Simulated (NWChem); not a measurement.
## Lowest excitation of Na$_{2}$

```xyz
2

Na     0.0000     0.0000     1.5547
Na     0.0000     0.0000    -1.5547
```
Charge 0, spin multiplicity 1.

The numbers come from NWChem runs, not from measurements. Structure: optimised with PBE/def2-SVP, a minimum by its harmonic frequencies.

Basis set: aug-cc-pVDZ.

| method | lowest vertical singlet excitation energy (eV) | relative cost | difference from EOM-CCSD |
|---|---|---|---|
| TD-LDA (SVWN5) | 2.08 | 1 | +0.22 |
| TD-PBE | 2.05 | under 3 | +0.19 |
| CIS | 2.12 | under 3 | +0.26 |
| TD-B3LYP | 2.09 | under 3 | +0.23 |
| EOM-CCSD | 1.86 | 80 | 0.00 |

The values span 0.26 eV, from EOM-CCSD (lowest) to CIS (highest). The cost column gives rough processor time relative to TD-LDA (SVWN5); each entry includes its own SCF.

The correlated methods keep 2 core orbitals frozen. B3LYP has NWChem's definition, with VWN1-RPA local correlation. The structure started from a generated list of species. Differences from the coupled-cluster row are differences between methods, not errors against experiment.
